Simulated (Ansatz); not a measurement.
```yaml
crystal:
  periodic: [false, false, false]
  atoms:
    - {symbol: O, position_ang: [0.000000, 0.000000, 0.000000]}
    - {symbol: Ga, position_ang: [0.000000, 0.000000, 1.748400]}
basis:
  gaussian: {orbitals: def2-TZVP}
magnetization: {spin_polarized: true, initial_magnetization: 1}
hamiltonian: {xc: pbe0}
relax: {f_tol: 0.004, max_steps: 80}
```

```sh
$ ansatz run in.yaml --threads 1 --pin off --events-out ev --progress --plain --max-ram 2176MiB
```

Steps of the relaxation (energy above the last step; positions in Å, forces in eV/Å):

```
2
step 1, 22.4 meV
O     0.000    0.000    0.000    0.000    0.000    0.986
Ga    0.000    0.000    1.748    0.000    0.000   -0.986
```

```
2
step 2, 7.4 meV
O     0.000    0.000    0.009    0.000    0.000    0.592
Ga    0.000    0.000    1.739    0.000    0.000   -0.592
```

```
2
step 3, 0.1 meV
O     0.000    0.000    0.023    0.000    0.000   -0.076
Ga    0.000    0.000    1.725    0.000    0.000    0.076
```

```
2
step 4, 0.0 meV
O     0.000    0.000    0.022    0.000    0.000    0.001
Ga    0.000    0.000    1.727    0.000    0.000   -0.001
```

Close pairs at the end: O1–Ga2 1.705 Å.

A stationary point of unrestricted PBE0 after 4 steps, with ⟨S²⟩ = 0.763 against 0.75 for a pure state. 32 s on 1 thread of Arm Neoverse N1, shared host.
